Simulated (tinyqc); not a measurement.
Worked calculation (part 2 of 2): RKS/BLYP in the sto-3g basis, for HF, spin multiplicity 1. Computed by tinyqc, a small Python program that keeps every step (integrals from PySCF). Command: `OMP_NUM_THREADS=1 python tinyqc.py 30278 30279 out.jsonl` (the two numbers bound the seeds that draw the settings). One thread of a shared host (Intel(R) Xeon(R) Processor @ 2.60GHz), about 0.5 s of CPU time with the checks.

Geometry (angstrom):
```
atom         x         y         z
F     0.000000  0.000000  0.000000
H     0.000000  0.000000  0.970000
```

## Convergence

Stop when the energy changes by less than 1e-10 hartree and every element of the error matrix X^T (F D S - S D F) X is below 3e-06.

Course of the cycle:
```
iteration   E (hartree)    change  largest element of the error matrix
1          -99.83179820         -                             1.23e+00
2          -99.07438594  7.57e-01                             2.56e-01
3          -98.91746093  1.57e-01                             1.26e-01
4          -98.89714836  2.03e-02                             3.19e-02
5          -98.89255475  4.59e-03                             6.66e-03
6          -98.89159779  9.57e-04                             1.52e-03
7          -98.89140486  1.93e-04                             3.10e-04
8          -98.89136618  3.87e-05                             6.25e-05
9          -98.89135845  7.74e-06                             1.25e-05
10         -98.89135690  1.55e-06                             2.50e-06
11         -98.89135659  3.10e-07                             4.99e-07
12         -98.89135653  6.19e-08                             9.99e-08
13         -98.89135652  1.24e-08                             2.00e-08
14         -98.89135651  2.48e-09                             4.00e-09
15         -98.89135651  4.95e-10                             8.00e-10
16         -98.89135651  9.91e-11                             1.60e-10
```

PySCF RKS in the same basis, fine grid = -98.89190243 hartree

Converged in 16 iterations. The coarse grid moves the energy by +5.46e-04 hartree.

## Populations, bond orders and dipole

D after iteration 16, lower triangle:
```
            1F 1s      1F 2s    1F 2px    1F 2py    1F 2pz     2H 1s
1F 1s    2.117761
1F 2s   -0.499325   2.156536
1F 2px   0.000000   0.000000  2.000000
1F 2py   0.000000   0.000000  0.000000  2.000000
1F 2pz   0.072682  -0.407470  0.000000  0.000000  0.949360
2H 1s    0.003799  -0.186901  0.000000  0.000000  0.780299  0.652620
```

overlap S, lower triangle:
```
           1F 1s     1F 2s    1F 2px    1F 2py    1F 2pz     2H 1s
1F 1s   1.000000
1F 2s   0.237990  1.000000
1F 2px  0.000000  0.000000  1.000000
1F 2py  0.000000  0.000000  0.000000  1.000000
1F 2pz  0.000000  0.000000  0.000000  0.000000  1.000000
2H 1s   0.043602  0.414096  0.000000  0.000000  0.330546  1.000000
```

Mulliken: Z minus the diagonal of D S on the atom; Loewdin: the same with S^(1/2) D S^(1/2); Mayer order: 2 sum_s sum (D(s) S)_ij (D(s) S)_ji over the two atoms.

Charges (e):
```
atom   Mulliken    Loewdin
1F    -0.166684  -0.119955
2H     0.166684   0.119955
```

Mayer bond orders:
```
pair     order
2-1   0.972216
```

dipole moment about the origin, x y z (debye): 0.000000  0.000000  1.093482
